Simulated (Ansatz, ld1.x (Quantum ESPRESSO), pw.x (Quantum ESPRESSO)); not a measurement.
# What a changed setting does to a pw.x run (fcc H)

Potential: norm-conserving Troullier–Martins (Kleinman–Bylander form), ld1.x (Quantum ESPRESSO) 7.5, PBEsol; core none, reference 1s1; waves: 2p channel at 0.2 Ry: rc 1.60 bohr; 1s (bound): rc 1.44 bohr; local part: the s channel; core correction: none.

The reference run (k-mesh 18³, cutoffs 40/160 Ry, Fermi–Dirac 0.01 Ry, mixing_beta 0.4, conv_thr 1e-9, no spin) gives 1.59 GPa at 2.917 Å³/atom, where all-electron LAPW gives -0.10 GPa. This run, with its own iteration cap, changes mixing_beta to 0.05.

```
&control
  calculation='scf', prefix='x', pseudo_dir='./', outdir='./tmp', tstress=.true., disk_io='none'
/
&system
  ibrav=0, nat=1, ntyp=1, ecutwfc=40, ecutrho=160, nbnd=7,
  occupations='smearing', smearing='fd', degauss=0.01
/
&electrons
  conv_thr=1e-09, mixing_beta=0.05, electron_maxstep=60
/
ATOMIC_SPECIES
H 1.0 H.UPF
CELL_PARAMETERS angstrom
  0.00000000 1.13405855 1.13405855
  1.13405855 0.00000000 1.13405855
  1.13405855 1.13405855 0.00000000
ATOMIC_POSITIONS crystal
H 0.0000 0.0000 0.0000
K_POINTS automatic
18 18 18 0 0 0
```

```bash
pw.x < H.scf.in > H.scf.out
```

Problem. How does the run end?

Solution. It converges in 3 iterations; the free energy moves by +0.0 meV/atom and the pressure by +0.00 GPa. The result is that of the reference run.

```
Message from routine setup:
     using ibrav=0 with symmetry is DISCOURAGED, use correct ibrav instead
     lattice parameter (alat)  =       3.0307  a.u.
     unit-cell volume          =      19.6849 (a.u.)^3
     number of electrons       =         1.00
     number of Kohn-Sham states=            7
     kinetic-energy cutoff     =      40.0000  Ry
     charge density cutoff     =     160.0000  Ry
     scf convergence threshold =      1.0E-09
     Exchange-correlation= PBESOL
     number of k points=   195  Fermi-Dirac smearing, width (Ry)=  0.0100
     iteration #  1     ecut=    40.00 Ry     beta= 0.05
     total energy              =      -1.06870099 Ry
     estimated scf accuracy    <       0.00000842 Ry
     iteration #  2     ecut=    40.00 Ry     beta= 0.05
     total energy              =      -1.06870596 Ry
     estimated scf accuracy    <       0.00000760 Ry
     iteration #  3     ecut=    40.00 Ry     beta= 0.05
     the Fermi energy is     4.0674 ev
!    total energy              =      -1.06870603 Ry
     estimated scf accuracy    <          7.2E-10 Ry
     smearing contrib. (-TS)   =      -0.00044536 Ry
     The total energy is F=E-TS. E is the sum of the following terms:
     one-electron contribution =       0.64827816 Ry
     hartree contribution      =       0.01581325 Ry
     xc contribution           =      -0.66265210 Ry
     ewald contribution        =      -1.06969999 Ry
     convergence has been achieved in   3 iterations
          total   stress  (Ry/bohr**3)                   (kbar)     P=       15.94
     Message from routine punch:
     Nothing written, as per user request (disk_io='none')
```

The run took about 1 s on one core of a shared host (Neoverse-V1, 32 threads, 247 GiB, load 19).
